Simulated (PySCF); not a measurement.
Molfile (atoms numbered from 1):
```
C4H4FN
     RDKit          3D

 10  9  0  0  0  0  0  0  0  0999 V2000
   -1.5469   -0.0308   -0.0825 C   0  0  0  0  0  0  0  0  0  0  0  0
   -0.1167   -0.4316   -0.1074 C   0  0  0  0  0  0  0  0  0  0  0  0
    0.9062    0.3979    0.1270 C   0  0  0  0  0  0  0  0  0  0  0  0
    0.7234    1.6883    0.4083 F   0  0  0  0  0  0  0  0  0  0  0  0
    2.2800   -0.0054    0.1043 C   0  0  0  0  0  0  0  0  0  0  0  0
    3.3895   -0.3398    0.0850 N   0  0  0  0  0  0  0  0  0  0  0  0
   -2.1080   -0.6469    0.6386 H   0  0  0  0  0  0  0  0  0  0  0  0
   -1.6670    1.0258    0.1886 H   0  0  0  0  0  0  0  0  0  0  0  0
   -2.0122   -0.1957   -1.0682 H   0  0  0  0  0  0  0  0  0  0  0  0
    0.1440   -1.4697   -0.3304 H   0  0  0  0  0  0  0  0  0  0  0  0
  1  2  1  0
  2  3  2  0
  3  4  1  0
  3  5  1  0
  5  6  3  0
  1  7  1  0
  1  8  1  0
  1  9  1  0
  2 10  1  0
M  END
```

Theoretical values (PySCF 2.14.0 with density-fitted response routines): σ from GIAO-PBE/pcSseg-2, spin–spin couplings from B3LYP/pcJ-1 (spin–dipole term only in couplings to heteroatoms), coordinates at the PBE0-D3(BJ)/def2-SVP level. No relativistic terms, one computed conformer, fast rotation and ring inversion assumed for equivalent nuclei, in vacuum.

Shifts are taken against calculated references (same method and geometry level): TMS for $^{1}$H (σref 31.18).

The spectrum was simulated from the full spin Hamiltonian at 200 MHz with 1.0 Hz Lorentzian lines, from shifts rounded to 0.01 ppm and J to 0.1 Hz, couplings under 1 Hz left out.

Task: List the maxima of its $^{1}$H spectrum with integrals.

Result: 
Maxima in Hz from TMS (height), grouped by integral:
1H: 1198.7 (8), 1189.9 (24), 1181.1 (24), 1175.8 (8), 1172.3 (9), 1167.0 (24), 1158.2 (24), 1149.4 (8)
3H: 386.6 (99), 382.1 (100), 377.9 (98), 373.4 (97)

Task: Summarise it as multiplets with assignments.

Result: $^{1}$H NMR (200 MHz, computed): δ 5.87 (dq, J = 22.9, 8.8 Hz, 1H, H10), 1.90 (dd, J = 8.8, 4.5 Hz, 3H, H7/H8/H9). These are first-order names; overlap and second-order distortion can hide them in the list.

Splittings below 1 Hz are ignored in the labels, and close J values are merged. Unscaled 3J(H,H) at this level run about 10 % above measured values.
